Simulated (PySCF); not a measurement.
SCF from a fresh guess for singlet C6, at the PBE minimum. PySCF input:

```python
from pyscf import gto, scf, dft
mol = gto.M(atom='''
C      0.000000    -1.102189     0.000000
C      1.287959    -0.743603     0.000000
C     -1.287959    -0.743603     0.000000
C      0.954523     0.551094     0.000000
C     -0.954523     0.551094     0.000000
C     -0.000000     1.487206     0.000000''',
    basis={'C': 'def2-SVP'},
    charge=0, spin=0)
mf = dft.RKS(mol, xc='PBE')
mf.grids.atom_grid = (50, 194)
aux = {'C': 'def2-universal-JKFIT'}
mf = mf.density_fit(auxbasis=aux)
mf.conv_tol = 1e-08
mf.diis_space = 10
mf.max_cycle = 60
mf.init_guess = 'minao'
mf.verbose = 4
mf.kernel()
```

Excerpt of the output (cycles and frontier levels):

```
init E= -229.029890360076
  HOMO = -0.299123679242856  LUMO = -0.191179213072689  gap/eV = 2.93732
cycle= 1 E= -227.775086601626  delta_E= 1.25  |g|= 0.432  |ddm|=  3.6
  HOMO = -0.237477495852309  LUMO = -0.170704823515957  gap/eV = 1.81698
cycle= 2 E= -227.532406404548  delta_E= 0.243  |g|= 1.04  |ddm|= 1.34
  HOMO = -0.262286987080024  LUMO = -0.178966686588149  gap/eV = 2.26726
cycle= 3 E= -227.817760946603  delta_E= -0.285  |g|= 0.173  |ddm|= 1.03
  HOMO = -0.277174525716151  LUMO = -0.190711829801167  gap/eV = 2.35277
cycle= 4 E= -227.82591610379  delta_E= -0.00816  |g|= 0.0144  |ddm|= 0.238
  HOMO = -0.275666256225752  LUMO = -0.19010130210683  gap/eV = 2.32834
cycle= 5 E= -227.825969206255  delta_E= -5.31e-05  |g|= 0.00206  |ddm|= 0.0309
  HOMO = -0.275525213024778  LUMO = -0.189831645011318  gap/eV = 2.33184
cycle= 6 E= -227.825970561138  delta_E= -1.35e-06  |g|= 0.000143  |ddm|= 0.00434
  HOMO = -0.275549393141777  LUMO = -0.189859831661092  gap/eV = 2.33173
cycle= 7 E= -227.825970544722  delta_E= 1.64e-08  |g|= 0.000267  |ddm|= 0.000444
  HOMO = -0.275552859919106  LUMO = -0.189859372058003  gap/eV = 2.33184
cycle= 8 E= -227.825970567244  delta_E= -2.25e-08  |g|= 4.4e-05  |ddm|= 0.000342
  HOMO = -0.275551866408786  LUMO = -0.189857425534149  gap/eV = 2.33186
cycle= 9 E= -227.825970567607  delta_E= -3.63e-10  |g|= 2.96e-05  |ddm|= 6.67e-05
  HOMO = -0.275549723674871  LUMO = -0.189856187380654  gap/eV = 2.33184
Extra cycle  E= -227.825970565719  delta_E= 1.89e-09  |g|= 8.63e-05  |ddm|= 0.000105
converged SCF energy = -227.825970565719
```

No lower solution of this spin was found by a stability analysis within the restricted form, which does not test spin polarisation.

The search for the lowest solution, with the stability check, took 6.6 s on 2 threads of a shared Arm Neoverse V2 host, with 84 basis functions; the process peaked at 0.36 GiB. Launch command: `OMP_NUM_THREADS=2 python axn.py task.json out`.
